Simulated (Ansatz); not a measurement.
in.yaml

```yaml
crystal:
  periodic: [false, false, false]
  atoms:
    - {symbol: B, position_ang: [0.000000, 0.000000, 1.817000]}
    - {symbol: Al, position_ang: [0.000000, 0.000000, -0.120000]}
    - {symbol: H, position_ang: [0.000000, 0.000000, -1.697000]}
basis:
  gaussian: {orbitals: STO-3G}
magnetization: {spin_polarized: false, initial_magnetization: 3}
correlation: {method: sc_nevpt2, electrons: outside_noble_gas, active_space: {window: {electrons: 3, orbitals: 7}}}
output: {forces: true}
```

```sh
$ ansatz run in.yaml --threads 1 --pin off --events-out ev --progress --plain --max-ram 2393MiB
```

The program prints:

```
166 factors; integrals over basis functions are off by at most 1.4e-4 eV
mean field evaluation 1: about -7173.4751 eV, gradient 1.3e1 eV
mean field evaluation 2: about -7173.4804 eV, gradient 1.3e1 eV
mean field evaluation 4: about -7175.6094 eV, gradient 4.3e0 eV
mean field evaluation 8: about -7176.1412 eV, gradient 3.0e-1 eV
mean field -7176.14143268 eV, -263.7183334876 hartree, gradient 2.9e-6 eV, S^2 3.750000; 0 other end points of the search recorded, 0 dependent functions left out
reference -7176.14143268 eV, -263.7183334876 hartree; 11, 8 occupied and 4, 7 virtual orbitals, 166 factors
state -7176.50301659 eV, -263.7316214513 hartree
state -7176.50301659 eV, -263.7316214513 hartree; corrected -7177.46578759 eV, -263.7670026328 hartree
the calculation of the forces begins
Total energy: -7177.46578759 eV, -263.7670026328 hartree
Atom 0 at     0.000000     0.000000     1.817000 Å, force     0.000000    -0.000000    -2.773731 eV/Å
Atom 1 at     0.000000     0.000000    -0.120000 Å, force    -0.000000     0.000000     1.065666 eV/Å
Atom 2 at     0.000000     0.000000    -1.697000 Å, force    -0.000000     0.000000     1.708066 eV/Å
Dipole moment:    -0.000000     0.000000    -0.375564 e Å
```

Natural occupations: 0.9923 0.9777 0.9777 0.0223 0.0223 0.0077 0.0000.

Forces (eV/Å):
```
B    0.000  0.000 -2.774
Al   0.000  0.000  1.066
H    0.000  0.000  1.708
```

Ran on 1 thread of Arm Neoverse V1, shared host: 0.18 s wall, 0.15 GiB peak host memory.
